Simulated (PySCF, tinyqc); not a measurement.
Inside a calculation. Method: G0W0 on RHF in the sto-3g basis, for BH, spin multiplicity 1. The lowest restricted solution is unstable here: a spin-polarised one lies 0.0068 hartree lower (PySCF). Computed by tinyqc, a small Python program that keeps every step (integrals from PySCF). Settings: charge = 0, multiplicity = 1, basis = sto-3g, method = RHF, energy threshold = 1e-10, iteration cap = 89, orthogonalisation = canonical, start = atomic densities, DIIS depth = 6. Command: `OMP_NUM_THREADS=1 python tinyqc.py 25279 25280 out.jsonl` (the two numbers bound the seeds that draw the settings). One thread of a shared host (Intel(R) Xeon(R) Processor @ 2.60GHz), about 0.07 s of CPU time with the checks. The early iterations of the SCF are left out here.

## One-electron integrals

Geometry (angstrom):

| atom | x | y | z |
|---|---|---|---|
| B | 0.000000 | 0.000000 | 0.000000 |
| H | 0.000000 | 0.000000 | 1.502000 |

Basis sto-3g: exponents (1/bohr^2) and contraction coefficients of normalised primitives:

| element | l (shell) | exponent | coefficient |
|---|---|---|---|
| B | s (1) | 48.791113 | 0.154329 |
| B | s (1) | 8.887362 | 0.535328 |
| B | s (1) | 2.405267 | 0.444635 |
| B | s (2) | 2.236956 | -0.099967 |
| B | s (2) | 0.519821 | 0.399513 |
| B | s (2) | 0.169062 | 0.700115 |
| B | p (3) | 2.236956 | 0.155916 |
| B | p (3) | 0.519821 | 0.607684 |
| B | p (3) | 0.169062 | 0.391957 |
| H | s (1) | 3.425251 | 0.154329 |
| H | s (1) | 0.623914 | 0.535328 |
| H | s (1) | 0.168855 | 0.444635 |

Overlap, kinetic and nuclear-attraction integrals over the contracted functions; the nuclear repulsion is the sum of Za Zb / Rab.

nuclear repulsion = 1.76157527 hartree

overlap S, lower triangle:
```
           1B 1s     1B 2s    1B 2px    1B 2py    1B 2pz     2H 1s
1B 1s   1.000000
1B 2s   0.269328  1.000000
1B 2px  0.000000  0.000000  1.000000
1B 2py  0.000000  0.000000  0.000000  1.000000
1B 2pz  0.000000  0.000000  0.000000  0.000000  1.000000
2H 1s   0.033020  0.328845  0.000000  0.000000  0.373298  1.000000
```

kinetic energy T (hartree), lower triangle:
```
            1B 1s     1B 2s    1B 2px    1B 2py    1B 2pz     2H 1s
1B 1s   10.826302
1B 2s   -0.047967  0.359168
1B 2px   0.000000  0.000000  1.123881
1B 2py   0.000000  0.000000  0.000000  1.123881
1B 2pz   0.000000  0.000000  0.000000  0.000000  1.123881
2H 1s   -0.009662  0.029485  0.000000  0.000000  0.104232  0.760032
```

nuclear attraction V (hartree), lower triangle:
```
             1B 1s      1B 2s     1B 2px     1B 2py     1B 2pz      2H 1s
1B 1s   -23.499703
1B 2s    -3.234251  -4.120427
1B 2px    0.000000   0.000000  -4.064888
1B 2py    0.000000   0.000000   0.000000  -4.064888
1B 2pz   -0.011664  -0.112892   0.000000   0.000000  -4.140088
2H 1s    -0.398613  -1.114173   0.000000   0.000000  -1.193131  -2.981118
```

core Hamiltonian H = T + V (hartree), lower triangle:
```
             1B 1s      1B 2s     1B 2px     1B 2py     1B 2pz      2H 1s
1B 1s   -12.673401
1B 2s    -3.282218  -3.761259
1B 2px    0.000000   0.000000  -2.941007
1B 2py    0.000000   0.000000   0.000000  -2.941007
1B 2pz   -0.011664  -0.112892   0.000000   0.000000  -3.016208
2H 1s    -0.408275  -1.084688   0.000000   0.000000  -1.088899  -2.221087
```

## Two-electron integrals

Functions are numbered as in S; the eight-fold symmetry (ij|kl) = (ji|kl) = (kl|ij) leaves the list below.

Two-electron integrals (ij|kl) in chemists' order, unique and non-zero (hartree):
```
(11|11) 2.923513   (21|11) 0.518376   (21|21) 0.109262   (22|11) 0.744229
(22|21) 0.193177   (22|22) 0.544804   (31|31) 0.020264   (32|31) 0.029996
(32|32) 0.120346   (33|11) 0.742491   (33|21) 0.193240   (33|22) 0.544682
(33|33) 0.586773   (41|41) 0.020264   (42|41) 0.029996   (42|42) 0.120346
(43|43) 0.031630   (44|11) 0.742491   (44|21) 0.193240   (44|22) 0.544682
(44|33) 0.523513   (44|44) 0.586773   (51|51) 0.020264   (52|51) 0.029996
(52|52) 0.120346   (53|53) 0.031630   (54|54) 0.031630   (55|11) 0.742491
(55|21) 0.193240   (55|22) 0.544682   (55|33) 0.523513   (55|44) 0.523513
(55|55) 0.586773   (61|11) 0.063211   (61|21) 0.013283   (61|22) 0.023592
(61|33) 0.023489   (61|44) 0.023489   (61|51) 0.000927   (61|52) 0.001728
(61|55) 0.023813   (61|61) 0.001662   (62|11) 0.176156   (62|21) 0.046572
(62|22) 0.147712   (62|33) 0.143292   (62|44) 0.143292   (62|51) 0.005069
(62|52) 0.032949   (62|55) 0.156404   (62|61) 0.006041   (62|62) 0.059329
(63|31) 0.004303   (63|32) 0.020963   (63|53) 0.005887   (63|63) 0.005900
(64|41) 0.004303   (64|42) 0.020963   (64|54) 0.005887   (64|64) 0.005900
(65|11) 0.175156   (65|21) 0.046869   (65|22) 0.156755   (65|33) 0.148630
(65|44) 0.148630   (65|51) 0.008584   (65|52) 0.052227   (65|55) 0.172828
(65|61) 0.006320   (65|62) 0.073305   (65|65) 0.094624   (66|11) 0.350736
(66|21) 0.094340   (66|22) 0.339856   (66|33) 0.320970   (66|44) 0.320970
(66|51) 0.011196   (66|52) 0.099364   (66|55) 0.377133   (66|61) 0.012369
(66|62) 0.183520   (66|65) 0.244684   (66|66) 0.774606
```

## Orthogonalisation

S = U s U^T; canonical form X = U s^(-1/2), so that X^T S X = 1. Each column of U has its largest component positive (the first on a tie).

eigenvalues of S: 0.477622  0.799633  1.000000  1.000000  1.176940  1.545805

X:
```
                1          2         3          4          5         6
1B 1s    0.339760   0.757026  0.000000   0.000000   0.577867  0.246057
1B 2s   -0.775996  -0.526507  0.000000   0.000000   0.410579  0.434863
1B 2px   0.000000   0.000000  0.046313   0.998927   0.000000  0.000000
1B 2py   0.000000   0.000000  0.998927  -0.046313   0.000000  0.000000
1B 2pz  -0.682041   0.557449  0.000000   0.000000  -0.532419  0.355817
2H 1s    0.954420  -0.299210  0.000000   0.000000  -0.252362  0.520246
```

Within a degenerate level the vectors are fixed only up to a rotation; this is one choice.

## Iteration 8 (converged): orbitals

converged F (hartree), lower triangle:
```
            1B 1s      1B 2s    1B 2px    1B 2py     1B 2pz      2H 1s
1B 1s   -7.354758
1B 2s   -2.146726  -1.016325
1B 2px   0.000000   0.000000  0.261862
1B 2py   0.000000   0.000000  0.000000  0.261862
1B 2pz  -0.019063  -0.012129  0.000000  0.000000  -0.039930
2H 1s   -0.273335  -0.369885  0.000000  0.000000  -0.343708  -0.255607
```

Diagonalise F' = X^T F X, C = X C', fill 3 alpha and 3 beta electrons from the bottom; D = 2 C_occ C_occ^T. Each column has its largest component positive (the first on a tie).

F' = X^T F X (hartree), lower triangle:
```
           1          2         3         4          5          6
1   0.233652
2  -0.889243  -2.707697
3   0.000000   0.000000  0.261862
4   0.000000   0.000000  0.000000  0.261862
5  -0.629804  -2.934522  0.000000  0.000000  -3.592521
6  -0.400029  -1.543601  0.000000  0.000000  -1.920365  -1.542804
```

orbital energies (hartree): MO1 -7.359236, MO2 -0.506798, MO3 -0.247989, MO4 0.261862, MO5 0.261862, MO6 0.504655

coefficients C:
```
              MO1        MO2        MO3       MO4        MO5        MO6
1B 1s    0.992462  -0.233006  -0.178370  0.000000   0.000000   0.109133
1B 2s    0.027437   0.734227   0.677900  0.000000   0.000000  -0.487514
1B 2px   0.000000   0.000000   0.000000  0.259840   0.965652   0.000000
1B 2py   0.000000   0.000000   0.000000  0.965652  -0.259840   0.000000
1B 2pz   0.004319   0.159956  -0.574964  0.000000   0.000000  -0.910942
2H 1s   -0.005141   0.454404  -0.495545  0.000000   0.000000   0.939528
```

D after iteration 8, lower triangle:
```
            1B 1s      1B 2s    1B 2px    1B 2py    1B 2pz     2H 1s
1B 1s    2.142177
1B 2s   -0.529533   1.998782
1B 2px   0.000000   0.000000  0.000000
1B 2py   0.000000   0.000000  0.000000  0.000000
1B 2pz   0.139143  -0.544411  0.000000  0.000000  0.712377
2H 1s   -0.045182  -0.004871  0.000000  0.000000  0.715166  0.904148
```

Within a degenerate level the vectors are fixed only up to a rotation; this is one choice.

## Convergence

Stop when the energy changes by less than 1e-10 hartree and every element of the error matrix X^T (F D S - S D F) X is below 3e-06.

Course of the cycle:

| iteration | E (hartree) | change | largest element of the error matrix |
|---|---|---|---|
| 1 | -24.59834169 | - | 2.77e-01 |
| 2 | -24.69609300 | -9.78e-02 | 1.17e-01 |
| 3 | -24.72015757 | -2.41e-02 | 3.05e-02 |
| 4 | -24.72128756 | -1.13e-03 | 5.72e-03 |
| 5 | -24.72131930 | -3.17e-05 | 1.92e-04 |
| 6 | -24.72131935 | -4.91e-08 | 8.29e-06 |
| 7 | -24.72131935 | -1.03e-10 | 4.42e-09 |
| 8 | -24.72131935 | 1.42e-14 | 2.09e-09 |

PySCF RHF in the same basis = -24.72131935 hartree

Converged in 8 iterations.

## Integrals over molecular orbitals

(pq|rs) = sum C_ip C_jq C_kr C_ls (ij|kl), one index at a time.

one-electron integrals over orbitals h = C^T H C (hartree), lower triangle:
```
            1          2          3          4          5          6
1  -12.660359
2    0.289334  -2.949732
3    0.209383  -0.221524  -2.758779
4    0.000000   0.000000   0.000000  -2.941007
5    0.000000   0.000000   0.000000   0.000000  -2.941007
6   -0.128586   0.453909  -0.312977   0.000000   0.000000  -2.483252
```

Two-electron integrals over orbitals (pq|rs), unique and non-zero (hartree):
```
(11|11) 2.892059    (21|11) -0.254392   (21|21) 0.036010    (22|11) 0.603184
(22|21) -0.006352   (22|22) 0.508816    (31|11) -0.190748   (31|21) 0.024251
(31|22) -0.015328   (31|31) 0.027846    (32|11) 0.127156    (32|21) -0.008627
(32|22) -0.048965   (32|31) 0.004818    (32|32) 0.103565    (33|11) 0.633276
(33|21) -0.011886   (33|22) 0.433663    (33|31) 0.003393    (33|32) 0.040429
(33|33) 0.508323    (41|41) 0.021634    (42|41) 0.021547    (42|42) 0.071674
(43|41) 0.016156    (43|42) 0.044812    (43|43) 0.050632    (44|11) 0.742005
(44|21) -0.009503   (44|22) 0.459741    (44|31) -0.006584   (44|32) 0.067911
(44|33) 0.471658    (44|44) 0.586773    (51|51) 0.021634    (52|51) 0.021547
(52|52) 0.071674    (53|51) 0.016156    (53|52) 0.044812    (53|53) 0.050632
(54|54) 0.031630    (55|11) 0.742005    (55|21) -0.009503   (55|22) 0.459741
(55|31) -0.006584   (55|32) 0.067911    (55|33) 0.471658    (55|44) 0.523513
(55|55) 0.586773    (61|11) 0.117053    (61|21) -0.019893   (61|22) -0.007679
(61|31) -0.001268   (61|32) 0.014879    (61|33) 0.017532    (61|44) 0.003847
(61|55) 0.003847    (61|61) 0.023833    (62|11) -0.172955   (62|21) 0.002679
(62|22) -0.033965   (62|31) 0.012533    (62|32) -0.044774   (62|33) -0.001366
(62|44) -0.091724   (62|55) -0.091724   (62|61) 0.009394    (62|62) 0.109539
(63|11) 0.131183    (63|21) -0.003829   (63|22) -0.024873   (63|31) 0.005494
(63|32) 0.091194    (63|33) 0.054315    (63|44) 0.068873    (63|55) 0.068873
(63|61) 0.010229    (63|62) -0.061258   (63|63) 0.107387    (64|41) -0.009337
(64|42) -0.032336   (64|43) -0.004581   (64|64) 0.028708    (65|51) -0.009337
(65|52) -0.032336   (65|53) -0.004581   (65|65) 0.028708    (66|11) 0.633690
(66|21) -0.005865   (66|22) 0.520867    (66|31) -0.015394   (66|32) -0.063018
(66|33) 0.459775    (66|44) 0.454620    (66|55) 0.454620    (66|61) -0.008850
(66|62) -0.008065   (66|63) -0.037704   (66|66) 0.569377
```

## Screening: direct RPA

With D = e_a - e_i and K = (ia|jb): diagonalise D^(1/2) (D + 4K) D^(1/2) = Z w^2 Z^T; X + Y = D^(1/2) Z w^(-1/2), each column of Z with its largest component positive (the first on a tie); E_c = (sum w - tr (D + 2K)) / 2.

D^(1/2) (D + 4K) D^(1/2) (hartree^2), lower triangle:
```
           1>4        1>5        1>6       2>4       2>5        2>6       3>4       3>5
1>4  58.740648
1>5   0.000000  58.740648
1>6   0.000000   0.000000  62.590472
2>4   0.208608   0.000000   0.000000  0.811210
2>5   0.000000   0.208608   0.000000  0.000000  0.811210
2>6   0.000000   0.000000   0.105971  0.000000  0.000000   1.466210
3>4   0.127388   0.000000   0.000000  0.112213  0.000000   0.000000  0.363207
3>5   0.000000   0.127388   0.000000  0.000000  0.112213   0.000000  0.000000  0.363207
3>6   0.000000   0.000000   0.099544  0.000000  0.000000  -0.213792  0.000000  0.000000

          3>6
3>6  0.889768
```

excitation energies w (hartree): 0.580149  0.580149  0.904913  0.914775  0.914775  1.239664  7.664312  7.664312  7.911436

X + Y:
```
             1          2          3          4          5          6         7         8
1>4  -0.000031  -0.004723   0.000000   0.000127  -0.011578   0.000000  0.997168  0.000000
1>5  -0.004723   0.000031   0.000000  -0.011578  -0.000127   0.000000  0.000000  0.997168
1>6   0.000000   0.000000  -0.006098   0.000000   0.000000  -0.002862  0.000000  0.000000
2>4  -0.001737  -0.264200   0.000000  -0.009748   0.892131   0.000000  0.001142  0.000000
2>5  -0.264200   0.001737   0.000000   0.892131   0.009748   0.000000  0.000000  0.001142
2>6   0.000000   0.000000   0.331871   0.000000   0.000000   0.857618  0.000000  0.000000
3>4   0.005999   0.912409   0.000000  -0.001872   0.171345   0.000000  0.000565  0.000000
3>5   0.912409  -0.005999   0.000000   0.171345   0.001872   0.000000  0.000000  0.000565
3>6   0.000000   0.000000   0.865893   0.000000   0.000000  -0.244594  0.000000  0.000000

            9
1>4  0.000000
1>5  0.000000
1>6  0.996988
2>4  0.000000
2>5  0.000000
2>6  0.000618
3>4  0.000000
3>5  0.000000
3>6  0.000496
```

RPA correlation energy = -0.05499950 hartree

Within a degenerate level the vectors are fixed only up to a rotation; this is one choice.

## G0W0 on Hartree-Fock: HOMO

W(p,q,m) = sqrt2 sum_ia (pq|ia) (X+Y)_ia,m; Sigma_c(x) = sum_(i,m) W^2/(x - e_i + w_m) + sum_(a,m) W^2/(x - e_a - w_m); solve x = e_p + Sigma_c(x) by Newton steps; Z = 1/(1 - dSigma/dx); 1 hartree = 27.211386 eV.

The 12 largest terms at x = e_p (hartree; W for the signs of X + Y given):

| q | m | W | term |
|---|---|---|---|
| 2 | 3 | 0.090530 | 0.007043 |
| 6 | 3 | 0.102662 | -0.006358 |
| 6 | 6 | -0.111485 | -0.006238 |
| 2 | 6 | -0.085909 | 0.004925 |
| 3 | 3 | 0.065719 | 0.004773 |
| 5 | 4 | 0.068542 | -0.003298 |
| 4 | 5 | 0.068542 | -0.003298 |
| 5 | 1 | 0.048481 | -0.002156 |
| 4 | 2 | 0.048481 | -0.002156 |
| 3 | 6 | -0.020516 | 0.000340 |
| 3 | 9 | 0.024756 | 0.000077 |
| 4 | 7 | 0.022896 | -0.000064 |

Newton steps (hartree):

| step | x | Sigma_c(x) | Z |
|---|---|---|---|
| 0 | -0.247989 | -0.006405 | 0.970421 |
| 1 | -0.254205 | -0.006216 | 0.970387 |
| 2 | -0.254205 | -0.006216 | 0.970387 |

quasiparticle energy of the HOMO = -6.917270 eV

Hartree-Fock value = -6.748133 eV

## G0W0 on Hartree-Fock: LUMO

As before.

The 12 largest terms at x = e_p (hartree; W for the signs of X + Y given):

| q | m | W | term |
|---|---|---|---|
| 4 | 6 | -0.135088 | -0.014721 |
| 2 | 5 | 0.100934 | 0.006052 |
| 3 | 5 | 0.068542 | 0.003298 |
| 3 | 2 | 0.048481 | 0.002156 |
| 4 | 3 | 0.041257 | -0.001881 |
| 6 | 5 | -0.041754 | -0.001506 |
| 2 | 2 | 0.030899 | 0.000708 |
| 1 | 5 | 0.030746 | 0.000111 |
| 2 | 7 | 0.030538 | 0.000111 |
| 3 | 7 | 0.022896 | 0.000064 |
| 1 | 7 | 0.030556 | 0.000061 |
| 6 | 2 | 0.006234 | -0.000047 |

Newton steps (hartree):

| step | x | Sigma_c(x) | Z |
|---|---|---|---|
| 0 | 0.261862 | -0.005600 | 0.976783 |
| 1 | 0.256392 | -0.005470 | 0.976856 |
| 2 | 0.256392 | -0.005470 | 0.976856 |

quasiparticle energy of the LUMO = 6.976779 eV

Hartree-Fock value = 7.125631 eV
